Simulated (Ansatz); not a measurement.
The first iterations of a band of C3H3NO (8 atoms, charge 0, multiplicity 1).

All numbers below come from RKS LDA/def2-SVP (Ansatz 0.2.0).

```
movable images  : 5
climbing image  : yes
spring          : 5.0 eV/Å²
optimiser       : quadratic models (default)
start path      : through a guess of the saddle point
force threshold : 0.05 eV/Å
iteration limit : 60
end points      : relaxed
```

Image 0:

```xyz
8
Properties=species:S:1:pos:R:3
C 0.232 1.582 0.007
C 0.312 0.262 0.034
O 1.307 -0.712 0.195
C -0.003 -1.112 0.003
N -0.567 -2.220 -0.068
H -0.743 2.068 -0.142
H 1.136 2.200 0.136
H -1.582 -2.125 -0.221
```

Image 6:

```xyz
8
Properties=species:S:1:pos:R:3
C 0.304 1.651 0.018
C 0.203 0.334 0.018
O 1.070 -0.770 0.160
C -0.297 -0.973 -0.042
N -1.142 -1.879 -0.158
H -0.600 2.264 -0.124
H 1.281 2.141 0.158
H -0.729 -2.824 -0.086
```

| iteration | highest image above the first end (eV) | largest band force component (eV/Å) |
| --- | --- | --- |
| 1 | 3.386 | 20.558 |
| 2 | 1.282 | 3.571 |
| 3 | 1.007 | 1.339 |
| 4 | 0.856 | 1.425 |

**Question.** Does the band converge within its limit, and where does its top end?

**Answer.** It converged. It ended after 13 iterations with the highest image 0.633 eV above the first end. A vibrational analysis at the climbing image gives one clearly imaginary mode, 817i cm⁻¹: a first-order saddle point.

Run time: 76 s on 1 thread of Arm Neoverse V2 (shared host), peak memory 0.11 GiB.
